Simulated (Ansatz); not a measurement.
1T (CdI2-type) PtS2, treated with PBE-D3(BJ) in Ansatz (PAW).

Numerical settings: plane-wave cutoff 520 eV, 12×12×8 k mesh (along the axes of the cell as run), Fermi–Dirac smearing 0.01 eV, scalar-relativistic PAW data made under PBE.

Computed at the level's own relaxed cell.

Question: Predict the c axis length, equilibrium volume per atom, bulk modulus and pressure derivative B′ of the bulk modulus.

Answer: 
- c axis length: 4.663 Å
- equilibrium volume per atom: 17.28 Å³/atom
- bulk modulus: 39.3 GPa
- pressure derivative B′ of the bulk modulus: 13.6

The run finds no gap.

Measured, for comparison: lattice parameter c 5.036 Å (temperature not stated, zero-point anharmonic expansion removed (computed with revB86b-DF2); no thermal correction; as tabulated in Björkman (2014), arXiv:1406.2436). Computed (rounded) less measured: lattice parameter c -7.4 %.

Note: the gap of the solid is closed in this run; this level leaves the solid without a gap, although one is measured; the bulk modulus comes from volumes at which shape and atoms were relaxed.

Spin–orbit coupling is not included; it can open a gap where bands touch, and shift volumes and moduli.

Static lattice: no zero-point or thermal effects.

It cost around 2.4 core-minutes (rough) of CPU time.

Ansatz is an electronic-structure program.
